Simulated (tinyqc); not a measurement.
The basis set: RHF and MP2 along a ladder of basis sets, for BH3, spin multiplicity 1. Computed by the program tinyqc with PySCF. Same geometry throughout; the dipole is taken about the origin.

Geometry (angstrom):

| atom | x | y | z |
|---|---|---|---|
| B | 0.0000 | 0.0000 | 0.0230 |
| H | 1.1310 | 0.0000 | 0.0000 |
| H | -0.5650 | 0.9790 | 0.0000 |
| H | -0.5650 | -0.9790 | 0.0000 |

RHF and frozen-core MP2 in a ladder of bases:

| basis | functions | E(RHF) (hartree) | E(MP2 corr) (hartree) | HOMO (eV) | LUMO (eV) | dipole (debye) |
|---|---|---|---|---|---|---|
| sto-3g | 8 | -26.06880 | -0.03309 | -13.054 | 6.409 | 0.073 |
| 3-21g | 15 | -26.23193 | -0.05361 | -13.856 | 2.188 | 0.069 |
| 6-31g | 15 | -26.37179 | -0.05322 | -13.760 | 2.424 | 0.067 |
| cc-pvdz | 29 | -26.38336 | -0.09114 | -13.775 | 1.975 | 0.061 |
| aug-cc-pvdz | 50 | -26.38431 | -0.09461 | -13.800 | 0.911 | 0.058 |
| cc-pvtz | 72 | -26.39501 | -0.11359 | -13.846 | 1.694 | 0.059 |

Estimate the missing row, basis = 6-31g**.

Computed row:
```
basis    functions  E(RHF) (hartree)  E(MP2 corr) (hartree)  HOMO (eV)  LUMO (eV)  dipole (debye)
6-31g**         29         -26.38728               -0.09312    -13.770      2.504           0.066
```

From cc-pVDZ to cc-pVTZ the RHF energy falls by 11.6 mhartree and the correlation energy by 22.5. If valence correlation converges as X^-3, (27 E(T) - 8 E(D))/19 gives -0.1230 hartree, a rough estimate from such small X that usually falls short; STO-3G holds about 27 % of it. Beyond STO-3G the LUMO moves by 1.6 eV and the HOMO by 0.1 eV.
